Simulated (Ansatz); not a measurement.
Relaxation of CH₄AlO (7 atoms, charge 0, multiplicity 2), to a largest force component of 0.02 eV/Å in at most 40 steps.

Theory: UKS revPBE-D4/def2-SVP (Ansatz).

```xyz
7
Properties=species:S:1:pos:R:3:forces:R:3
C -0.831 0.499 -0.366 -0.20 3.02 0.09
Al 1.056 0.089 -0.379 1.05 -1.07 0.44
O 1.613 -1.425 0.455 0.06 1.60 1.19
H -1.375 -0.263 -0.870 -1.01 -1.36 -0.61
H -1.037 1.483 -0.952 0.29 -1.16 0.68
H -1.230 0.681 0.666 0.09 -0.29 -0.27
H 1.864 -1.132 1.400 -0.27 -0.74 -1.50
```

Q: Where does it end, and by what steps?

A: The forces met the threshold. After 10 steps the energy has fallen by 0.453 eV; H7 moved furthest, 0.71 Å.

| step | energy less start (eV) | largest force component (eV/Å) | accepted |
| --- | --- | --- | --- |
| 0 | 0.0000 | 3.021 | yes |
| 1 | -0.1773 | 1.349 | yes |
| 2 | -0.2765 | 1.300 | yes |
| 3 | -0.3259 | 1.842 | yes |
| 4 | -0.4400 | 0.258 | yes |
| 5 | -0.4483 | 0.430 | yes |
| 6 | -0.4518 | 0.041 | yes |
| 7 | -0.4519 | 0.080 | yes |
| 8 | -0.4522 | 0.043 | yes |
| 9 | -0.4520 | 0.082 | no |
| 10 | -0.4526 | 0.008 | yes |

```xyz
7
Properties=species:S:1:pos:R:3
C -0.882 0.577 -0.397
Al 1.028 0.300 0.088
O 1.398 -1.288 0.699
H -1.301 -0.372 -0.795
H -1.026 1.383 -1.145
H -1.452 0.851 0.518
H 2.297 -1.520 0.987
```

Whether the end is a true minimum wasn't checked by a vibrational analysis.

Run time: 14 s on 1 thread of Intel(R) Xeon(R) 6975P-C (Granite Rapids), on a shared host, peak memory 0.17 GiB.
